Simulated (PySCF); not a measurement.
C₂H₃N, SMILES CC#N (connectivity only; charge and spin as stated), charge +1, multiplicity 2.

Geometry: B3LYP-D3(BJ)/def2-TZVP. The geometry has at least one imaginary mode, so it is a saddle point at that level. The multiplicity is an assumed one; other spin states were not compared.

Level of theory: PBE/def2-TZVPD (PySCF).

Isolated molecule, no solvent.

Problem. Estimate the frontier levels, dipole moment and polarisability. (Estimate from the structure and the level; the computed values follow.)

Solution. 
The α spin, highest occupied and lowest empty level is -16.33 and -9.39 eV and the β spin, highest occupied and lowest empty level is -16.05 and -15.49 eV. The dipole moment about the centre of nuclear charge is 3.51 D and the mean static polarisability is 28.8 bohr³ (4.27 Å³). The polarisability, principal values is 20.7, 21.2, 44.6 bohr³ and the ⟨S²⟩ is 0.752 (pure state 0.75).
